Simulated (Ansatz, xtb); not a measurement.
**H6OSi2: which of two isomers lies lower**

Structure I is `O[SiH2][SiH3]`, a singlet and structure II is `[SiH3]O[SiH3]`, a singlet. Both are isolated molecules in the gas phase, relaxed with PBE-D3(BJ)/def2-SVP; the shapes shown needn't be the lowest conformers.

I (Å):

```xyz
9

O    -1.0712    1.8716   -1.3157
Si   -0.2133    0.4894   -1.7731
Si   -0.0698   -1.0554    0.0048
H    -0.7298    2.3138   -0.5189
H    -0.9811   -0.0962   -2.9215
H     1.1854    0.8109   -2.2498
H    -1.4403   -1.4959    0.4467
H     0.6152   -0.4144    1.1862
H     0.7255   -2.2708   -0.3972
```

II (Å):

| atom | x (Å) | y (Å) | z (Å) |
| --- | --- | --- | --- |
| O | -0.2639 | -0.4033 | -1.2672 |
| Si | -0.6991 | 1.0874 | -1.8916 |
| Si | 0.2870 | -1.1292 | 0.1367 |
| H | -1.8363 | 1.6795 | -1.1012 |
| H | -1.1291 | 0.8843 | -3.3142 |
| H | 0.4674 | 2.0390 | -1.8493 |
| H | -0.6838 | -0.9009 | 1.2655 |
| H | 1.6281 | -0.5684 | 0.5304 |
| H | 0.4159 | -2.6006 | -0.1243 |

Problem. Estimate which is lower in electronic energy at CCSD(T)/def2-TZVP, and by roughly how much.

Solution. The CCSD(T)/def2-TZVP calculation puts structure II lower, by 115.0 kJ/mol.

Level by level:

```tsv
level	geometry	E(II) − E(I) (kJ/mol)	departure from the last row (kJ/mol)	job, with rough time for the two
GFN2-xTB	GFN2-xTB	−208.0	−93.0	optimisation, 0.85 s
HF/STO-3G	GFN2-xTB	−34.9	+80.0	single point, 1.3 s
r2SCAN-D4/def2-SVP	GFN2-xTB	−94.0	+20.9	single point, 9.3 s
PBE-D3(BJ)/def2-SVP	PBE-D3(BJ)/def2-SVP	−78.9	+36.0	optimisation, 90 s
HF/def2-TZVP	PBE-D3(BJ)/def2-SVP	−138.7	−23.7	part of the CCSD(T) run
MP2/def2-TZVP	PBE-D3(BJ)/def2-SVP	−123.2	−8.3	part of the CCSD(T) run
CCSD(T)/def2-TZVP	PBE-D3(BJ)/def2-SVP	−115.0		single point, 1.7 min
```

As drawn, II has 1 O–Si, 1 Si–H in place of 1 Si–Si, 1 O–H.

The levels shown agree on the order. The largest departure from CCSD(T)/def2-TZVP is that of GFN2-xTB, 93.0 kJ/mol.

With harmonic frequencies from PBE-D3(BJ)/def2-SVP (ideal gas, rigid rotor, one conformer each, 400 K, 1 atm): on the last row, ΔE + ΔZPE = −116.9 kJ/mol. A mode under 50 cm⁻¹ makes harmonic enthalpies and free energies unreliable, so none is given.

The correlated steps freeze 11 core orbitals. Codes used: Ansatz 0.2.0, xtb 6.7.1; the last row on 1 thread of AMD EPYC (Zen 3) on a shared host.
